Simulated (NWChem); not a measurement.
water (H2O); SMILES O

All runs: NWChem. Coordinates come from a PBE-D3(BJ)/def2-SVP optimisation. LC-ωPBE (HJS hole) with def2-SVP; x = 1 − exp(−ω/0.25 bohr⁻¹) is a scale chosen for this fit.

```
row           x  −ε(HOMO) (eV)
--------  -----  -------------
ω = 0.10  0.330           7.73
ω = 0.20  0.551           9.14
ω = 0.35  0.753       withheld
ω = 0.60  0.909          12.65
ω = 0.80  0.959          13.44
```

Question: Fit a straight line of the last column on the one before it, predict the withheld value, and compare with the run.

Answer: 
1. Means of the 4 shown rows: x = 0.6873, y = 10.740. Slope Σ(x − x̄)(y − ȳ)/Σ(x − x̄)² = 2.451/0.2692 = 9.103; intercept 4.484.
2. The shown rows scatter about the line by 0.250 (root mean square); the largest residual is -0.36, at ω = 0.20.
3. At x = 0.753 (ω = 0.35; inside the shown range) the line gives 11.34.
4. The run gives 10.85, -0.49 from the line, 2.0 times the scatter.
